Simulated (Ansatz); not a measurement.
Rock-salt SnTe (cubic form, which distorts at low temperature), treated with PBE in Ansatz (plane waves, PAW).

The same calculation (at the measured cell, 31.495 Å³/atom) with different numerical settings:

| run | k mesh | gap on the mesh (eV) | total energy (eV/atom) |
|---|---|---|---|
| 1 | 4×4×4 | 0.074 | -6502.3645 |
| 2 | 6×6×6 | 0.076 | -6502.3655 |
| 3 | 8×8×8 | 0.076 | -6502.3649 |
| 4 | 12×12×12 | 0.075 | -6502.3659 |
| 5 | 16×16×16 | 0.075 | -6502.3660 |
| 6 | 20×20×20 | 0.075 | -6502.3660 |

In the column total energy (eV/atom) the first row differs from the last by +0.0015 and the next to last by 0.0000.

The last row is no converged limit: other settings stay fixed.

Spin–orbit coupling is not included.

Note: symmetry holds this phase in the static calculation, where it need not be a minimum.

Ansatz is an electronic-structure program.
